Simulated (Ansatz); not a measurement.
A nudged elastic band was laid between two geometries of F$_{2}$H$_{2}$Si (5 atoms, charge 0, multiplicity 1).

Level of theory: RKS PBE0-D4/def2-SVP in Ansatz 0.2.0.

```
movable images  : 9
climbing image  : yes
spring          : 5.0 eV/Å²
optimiser       : quadratic models (default)
start path      : through a guess of the saddle point
force threshold : 0.05 eV/Å
iteration limit : 60
end points      : relaxed
```

Initial state:

```xyz
5
Properties=species:S:1:pos:R:3
Si 0.210 0.022 0.201
H 0.186 -0.043 1.681
F 1.746 0.002 -0.288
H -0.454 1.213 -0.375
F -0.505 -1.299 -0.382
```

Final state:

```xyz
5
Properties=species:S:1:pos:R:3
Si -0.787 0.205 0.179
H 1.486 -0.314 1.518
F 1.422 0.125 0.702
H -0.326 1.117 -0.971
F -0.612 -1.239 -0.592
```

Which bonds break or form, and what moves?

Bonds broken: Si1–H2, Si1–F3. Bonds formed: H2–F3. F2H2Si becomes FH + FHSi.

Give the energies along the band, and the barrier.

It converged. The highest image is number 6 of 0 to 10, 3.68 eV above the first end and 0.46 eV above the last; the last end lies 3.22 eV above the first. A vibrational analysis at the climbing image gives one clearly imaginary mode, 1211i cm⁻¹: a first-order saddle point. The orbitals stay closed-shell, which can raise the energy where a bond breaks towards radicals; this wasn't checked here.

```
image  path coordinate (Å)  energy (eV)  Si1–H2 (Å)  Si1–F3 (Å)  H2–F3 (Å)
    0                 0.00         0.00        1.48        1.61       2.51
    1                 0.22         0.11        1.48        1.61       2.33
    2                 0.45         0.48        1.48        1.61       2.10
    3                 0.67         1.19        1.48        1.64       1.86
    4                 0.90         2.23        1.50        1.71       1.61
    5                 1.12         3.26        1.56        1.82       1.38
    6                 1.35         3.68        1.66        1.94       1.16
    7                 1.61         3.43        1.93        2.12       0.98
    8                 1.88         3.28        2.26        2.22       0.94
    9                 2.14         3.23        2.57        2.26       0.93
   10                 2.40         3.22        2.69        2.27       0.93
```

What is the geometry of the highest image?


```xyz
5
Properties=species:S:1:pos:R:3
Si -0.306 0.032 0.316
H 0.984 -0.057 1.365
F 1.631 0.020 0.411
H -0.526 1.171 -0.647
F -0.601 -1.272 -0.609
```

What are the harmonic wavenumbers there?

1211i, 202, 493, 641, 758, 863, 922, 1920, 2163 cm⁻¹.

The band took 9 iterations and of the order of 90 core-seconds.

Run time: 87 s on 1 thread of Arm Neoverse V2 (shared host), peak memory 0.1 GiB.
